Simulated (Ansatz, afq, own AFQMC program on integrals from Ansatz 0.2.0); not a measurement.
# Breaking B3–Cl4 in CH4BClO, singlet

```xyz
8

C     0.1819    1.1028   -0.0799
O     0.1958   -0.1915   -0.6319
B    -0.1752   -1.2757    0.0511
Cl   -0.1100   -2.8347   -0.7600
H    -0.4833    1.7432   -0.6779
H    -0.1650    1.0986    0.9659
H     1.1976    1.5235   -0.1212
H    -0.5496   -1.2234    1.1983
```

Products: CH4BO (doublet; CH3–O–BH) and Cl (doublet), each relaxed with PBE0/def2-SVP like the molecule; electronic energies without zero-point terms. Determinants: RHF, UHF and UHF in that order.

Basis def2-TZVP. Noble-gas cores (and the filled d shells of Ga–Kr and In–Xe) are frozen. Integrals, coupled cluster, full CI and functionals: Ansatz 0.2.0; the random walks run on the same integrals in our own AFQMC program. The CISD trial takes its coefficients from CCSD amplitudes. Released means that phaseless walkers are propagated on without the constraint, phases kept. Uncertainties: one standard error, sampling alone. The errors of all members are added in quadrature.

No full CI on the walks' own integrals is used here. The released AFQMC energy serves as the reference, which it does only where one determinant dominates, the energy is flat over the last release times and near the phaseless one (40 meV or 2 meV an electron, half that with transition metals). On small molecules, where full CI could be run and the noise was under 10 meV, such values lay within 10 meV of it in 19 cases of 20, a flattering rate, since the rule was set on those same cases; what remains of the bias isn't in the error bar. Each member takes its own surest rung, up to full CI.

The best estimate is CCSD(T) at the basis-set limit (CBS: def2-TZVPP and def2-QZVPP, with their diffuse functions for anions and beside diffuse sets, CCSD(T) itself extrapolated) plus the step from CCSD(T) to AFQMC with the constraint released in def2-TZVP. Rows without CBS are in def2-TZVP; B2PLYP and the wave-function rows carry a basis error of their own. Core correlation and relativity beyond core potentials are missing, and ± holds the sampling alone.

Cautions: CH₄BClO (singlet): the released value is read at 0.90 1/Eh with a noise of 21 meV, more than in the cases checked (meV from the phaseless value at times in 1/Eh: -12 ± 21 at 0.21, -19 ± 16 at 0.42, 5 ± 11 at 0.63, -28 ± 21 at 0.90); CH₄BO (doublet): the released value is read at 1.50 1/Eh with a noise of 17 meV, more than in the cases checked (meV from the phaseless value at times in 1/Eh: -8 ± 11 at 0.24, 8 ± 10 at 0.51, -6 ± 13 at 0.99, 10 ± 17 at 1.50).

Best estimate: 126.1 ± 0.6 kcal/mol.

| level | bond energy (kcal/mol) | error against the best estimate (kcal/mol) |
| --- | --- | --- |
| HF | 94.6 | -31.5 ± 0.6 |
| MP2 | 126.9 | 0.8 ± 0.6 |
| CCSD | 119.3 | -6.7 ± 0.6 |
| CCSD(T) | 121.9 | -4.2 ± 0.6 |
| ph-AFQMC/CISD | 121.9 ± 0.4 | -4.2 ± 0.7 |
| released AFQMC | 122.7 ± 0.6 | -3.4 |
| HF/CBS | 94.5 | -31.6 ± 0.6 |
| MP2/CBS | 130.4 | 4.4 ± 0.6 |
| CCSD(T)/CBS | 125.4 | -0.7 ± 0.6 |
| PBE | 124.1 | -2.0 ± 0.6 |
| r2SCAN | 122.5 | -3.6 ± 0.6 |
| PBE0 | 123.1 | -3.0 ± 0.6 |
| B3LYP | 119.2 | -6.8 ± 0.6 |
| wB97M-V | 127.2 | 1.1 ± 0.6 |
| B2PLYP | 121.7 | -4.4 ± 0.6 |

Correlation beyond CCSD(T) changes it by less than twice the noise. Going to the basis-set limit adds 3.5 kcal/mol at CCSD(T). The perturbative (T) step is worth +2.5 kcal/mol. The functionals spread over 7.9 kcal/mol; wB97M-V and PBE come nearest and B3LYP is 6.8 kcal/mol too low.

Best estimates are given only where the step beyond CCSD(T) is under 0.3 eV and no member's determinant is very poor (T1 over 0.05, or 0.07 for open shells, ⟨S²⟩ too high by 0.3, two states mixed), so the hardest cases are missing from such tables.

The functionals ran in a triple-zeta set and keep a basis error of their own, a few kJ/mol for each bond in atomization energies and more for double hybrids, so close places among them and the extrapolated levels can swap.

Each member of a difference takes its own highest rung, so a best estimate needn't equal the limit plus the step of one row. Released energies are given only where the last usable release times agree within the noise; a slower fall can still hide under it.
